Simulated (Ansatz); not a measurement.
Geometry optimisation, RKS PBE-D4/def2-SVPD (Ansatz 0.2.0).

input.yaml

```yaml
crystal:
  periodic: [false, false, false]
  atoms:
    - { symbol: Si, position_ang: [0.0, 0.0, 0.0] }
    - { symbol: H, position_ang: [0.9994, 0.0, 1.3254] }
    - { symbol: H, position_ang: [1.5827, 0.0, 0.5009] }
    - { symbol: H, position_ang: [-0.6877, 1.1914, -0.4862] }
    - { symbol: Cl, position_ang: [-1.0032, -1.7381, -0.7093] }
basis:
  gaussian: { orbitals: def2-SVPD }
hamiltonian:
  xc: pbe
  dispersion: d4
relax:
  f_tol: 0.15
  max_steps: 25
  restrain:
    - { distance: [1, 2], at: 0.66, k: 30.0 }
    - { distance: [0, 1], at: 2.66, k: 30.0 }
    - { distance: [0, 2], at: 2.66, k: 30.0 }
output:
  orbitals: {}
```

Run as:

```bash
$ ansatz run input.yaml --threads 1 --pin off --max-ram 2048MiB --backend cpu --events-out ev --progress --plain --runs-dir out
```

**Question.** Where does it end, and by what steps?

**Answer.** It converged. The restraints hold the end off the free minimum. After 8 steps the energy has fallen by 1.111 eV (the restraints' own energy left out); H3 moved furthest, 0.75 Å. Joined: H2–H3 (1.01 → 0.72 Å).

```csv
step,energy less start (eV),largest force component (eV/Å),accepted
0,0.0000,3.138,yes
1,1.1136,3.842,yes
2,2.2483,3.475,yes
3,1.5533,4.307,yes
4,0.3602,2.837,yes
5,-0.5485,1.965,yes
6,-0.9480,1.856,yes
7,-1.0988,1.783,yes
8,-1.1109,1.706,yes
```

```xyz
5
Properties=species:S:1:pos:R:3
Si -0.268 -0.025 -0.200
H 1.683 0.031 1.631
H 2.099 0.029 1.047
H -1.192 1.065 -0.838
Cl -1.431 -1.646 -1.009
```

The run took 13 s on 1 thread of Arm Neoverse V2 (shared host), peak memory 0.12 GiB.
